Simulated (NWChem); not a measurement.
ethane (C$_{2}$H$_{6}$); SMILES CC

Results from NWChem. Pople sets run with spherical d functions. All runs use the structure optimised with PBE0-D3(BJ)/def2-TZVP. Level: M05-2X/6-31G* with SMD (1 M gas to 1 M solution), gas-phase geometry.

For solvent ethylene glycol:

solvation free energy (kcal/mol): 0.8
cavity-dispersion-structure term (kcal/mol): 1.3

Question: What are these values for solvent water?

Answer: 
| Quantity | Value |
|---|---|
| solvation free energy (kcal/mol) | 1.8 |
| cavity-dispersion-structure term (kcal/mol) | 2.3 |
